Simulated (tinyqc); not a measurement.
Stretching all distances: RHF, UHF, MP2, CISD and CCSD against full CI in the sto-3g basis, for CH3+, spin multiplicity 1. Computed by the program tinyqc with PySCF. All coordinates are multiplied by the scale. c0^2 is the weight of the RHF determinant in the lowest singlet FCI state (UHF is spin-contaminated and may lie near states of higher spin) and n(LUMO) the first natural occupation beyond the occupied space.

Geometry (angstrom):

| atom | x | y | z |
|---|---|---|---|
| C | 0.0000 | 0.0000 | 0.0490 |
| H | 1.0350 | 0.0000 | 0.0000 |
| H | -0.5170 | 0.8960 | 0.0000 |
| H | -0.5170 | -0.8960 | 0.0000 |

Full CI energy (hartree) and errors against it (kcal/mol):

| scale | distance 1-2 (angstrom) | E(FCI) | RHF | UHF | MP2 | CISD | CCSD | <S^2> UHF | c0^2 | n(LUMO) |
|---|---|---|---|---|---|---|---|---|---|---|
| 0.9200 | 0.9533 | -38.737193 | 29.1287 | 29.1287 | 8.1734 | 0.5702 | 0.1743 | 0.0000 | 0.9773 | 0.0124 |
| 1.1400 | 1.1812 | -38.838597 | 42.5754 | 42.5754 | 13.0238 | 1.4109 | 0.3648 | 0.0000 | 0.9579 | 0.0240 |
| 1.3500 | 1.3988 | -38.755684 | 61.0705 | 61.0705 | 20.0357 | 3.4065 | 0.8738 | 0.0000 | 0.9227 | 0.0508 |
| 1.5600 | 1.6164 | -38.628573 | 85.9218 | 85.9218 | 29.8315 | 7.7609 | 2.2230 | 0.0000 | 0.8612 | 0.1050 |
| 1.7800 | 1.8444 | -38.504972 | 119.4898 | 83.8803 | 43.2287 | 16.7139 | 5.7461 | 1.3591 | 0.7565 | 0.2187 |
| 2.0000 | 2.0723 | -38.414858 | 160.7780 | 59.6137 | 58.7429 | 31.9380 | 13.1405 | 1.7739 | 0.6064 | 0.4197 |

What does the comparison show, and why?

UHF parts from RHF first at scale 1.78 of those listed, where <S^2> leaves zero. The weight c0^2 goes from 0.98 to 0.61 and n(LUMO) from 0.01 to 0.42: static correlation grows as the bonds break into open-shell fragments. The spread of the error along the curve, which distorts its shape, is CCSD 13.0, CISD 31.4, MP2 50.6, UHF 56.8, RHF 131.6 kcal/mol. The table stops here: at scale 2.21 and beyond, the reference weight falls under 0.45 or RHF, UHF or CCSD hop between solutions, so those rows were left out and the spreads given cover only the rows shown. As computed, partly on other solutions, the errors there reach in size RHF 205, UHF 42, MP2 72, CISD 52, CCSD 24 kcal/mol.
